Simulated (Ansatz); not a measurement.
**C₃H₅ClF₂: small, medium and large basis sets**

The task here is to estimate one member of a computed series from the others.

Computed with Ansatz 0.2.0, Gaussian basis. Level: one geometry, several basis sets.

The runs, in order: PBE0-D4/def2-SVP; ωB97M-V/def2-SVP; PBE0-D4/def2-QZVPP; ωB97M-V/def2-QZVPP; the functionals' def2-TZVPP values are taken from earlier runs.

## The relaxed structure

All runs share one geometry, relaxed beforehand with PBE0-D4 in a triple-zeta def2 set.

SMILES `C[C@@H](F)[C@H](F)Cl`, 11 atoms, charge 0, spin multiplicity 1.

Atoms are counted from 1 here; the program's logs count them from 0.

Bond lengths: C1–C2 1.505 Å, C1–H7 1.090 Å, C1–H8 1.092 Å, C1–H9 1.089 Å, C2–F3 1.386 Å, C2–C4 1.517 Å, C2–H10 1.095 Å, C4–F5 1.355 Å, C4–Cl6 1.774 Å, C4–H11 1.092 Å. Angles: C2–C1–H7 109.0°, C2–C1–H8 110.7°, C2–C1–H9 110.9°, H7–C1–H8 108.5°, H7–C1–H9 108.7°, H8–C1–H9 108.9°, C1–C2–F3 108.9°, C1–C2–C4 114.2°, C1–C2–H10 111.9°, F3–C2–C4 105.8°, F3–C2–H10 107.4°, C4–C2–H10 108.2°, C2–C4–F5 109.7°, C2–C4–Cl6 110.5°, C2–C4–H11 111.8°, F5–C4–Cl6 108.8°, F5–C4–H11 108.6°, Cl6–C4–H11 107.5°.

The first run:

Contents of in.yaml:

```yaml
crystal:
  periodic: [false, false, false]
  atoms:
    - {symbol: C, position_ang: [0.083418, -0.539354, 1.202463]}
    - {symbol: C, position_ang: [0.594494, 0.011281, -0.101903]}
    - {symbol: F, position_ang: [1.319064, -0.974689, -0.752394]}
    - {symbol: C, position_ang: [-0.496495, 0.427904, -1.069899]}
    - {symbol: F, position_ang: [0.060719, 0.877715, -2.219694]}
    - {symbol: Cl, position_ang: [-1.485921, 1.723217, -0.369162]}
    - {symbol: H, position_ang: [0.925193, -0.919287, 1.782227]}
    - {symbol: H, position_ang: [-0.614796, -1.360878, 1.027220]}
    - {symbol: H, position_ang: [-0.419366, 0.234332, 1.781486]}
    - {symbol: H, position_ang: [1.263482, 0.865005, 0.048632]}
    - {symbol: H, position_ang: [-1.164490, -0.402246, -1.308375]}
basis:
  gaussian: {orbitals: def2-SVP}
hamiltonian: {xc: pbe0, dispersion: d4}
output: {orbitals: {seedname: orbitals}}
```

Launch:

```console
$ ansatz run in.yaml --threads 4 --pin off --events-out ev --progress --plain --max-ram 10444MiB
```

Among the steps run: PBE0-D4 in def2-SVP; ωB97M-V in def2-SVP; PBE0-D4 in def2-QZVPP; ωB97M-V in def2-QZVPP.

One of the session's tables, all rows but one given; the rest of the session is left out.

It belongs to the step «Functionals by basis». 

```
functional       basis  HOMO (eV)  LUMO (eV)
   PBE0-D4    def2-SVP      -8.81       1.00
   PBE0-D4  def2-TZVPP      -8.96       0.45
   PBE0-D4  def2-QZVPP      -9.00       0.22
   ωB97M-V    def2-SVP     -11.10       3.24
   ωB97M-V  def2-TZVPP          ?          ?
   ωB97M-V  def2-QZVPP     -11.34       1.91
```

Estimate the missing values for ωB97M-V, def2-TZVPP.

As computed: HOMO (eV): -11.29; LUMO (eV): 2.53. In the column «HOMO (eV)» it lies between ωB97M-V, def2-QZVPP (-11.34) and ωB97M-V, def2-SVP (-11.10).
